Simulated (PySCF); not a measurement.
Molecule: `NC(=S)CCF`, C$_{3}$H$_{6}$FNS.

Bonds (- single, = double, # triple, : aromatic): N1-C2, C2=S3, C2-C4, C4-C5, C5-F6. N1 carries H7, H8; C4 carries H9, H10; C5 carries H11, H12. H8 is cis to the C=O or C=S heteroatom; H7 is trans to the C=O or C=S heteroatom.

Frames of a GFN2-xTB Langevin trajectory at 200 K; GIAO PBE0/pcSseg-1 shieldings in PySCF 2.14.0 with density-fitted response routines, gas phase, non-relativistic; equivalent atoms averaged within each frame.

Referencing at the same level of theory: NH3 for ¹⁵N (σ = 267.73 ppm); TMS for ¹³C (σ = 186.93 ppm), ¹H (σ = 31.72 ppm); ³³S (σ = 503.73 ppm) against CS2; CFCl3 for ¹⁹F (σ = 170.95 ppm). The references are static minima.

Task: How do the shifts (ppm) fluctuate along the trajectory?

Result: 
```tsv
time (fs)	N1	C2	C5	C4	S3	F6	H7	H8	H11/H12	H9/H10
250	155.3	226.9	85.0	47.5	449	-255.7	6.87	6.45	5.08	2.93
425	156.5	221.2	88.5	49.7	441	-246.0	6.09	7.47	5.05	3.78
625	160.1	222.8	83.4	48.0	425	-251.8	7.93	7.26	4.50	2.94
800	147.9	206.8	91.0	53.0	338	-246.6	6.94	7.20	4.86	2.66
1000	149.4	211.1	91.7	49.2	347	-245.8	7.30	6.24	5.43	2.76
mean of frames	153.8	217.8	87.9	49.5	400	-249.2	7.03	6.92	4.98	3.01
standard deviation	5.1	8.5	3.7	2.1	53	4.4	0.67	0.54	0.34	0.44
```

5 frames give an uncertainty of the mean of about the standard deviation over 2.2 at best, since frames this close in time may not be independent; classical motion lacks zero-point vibration, and the reference would need the same averaging.
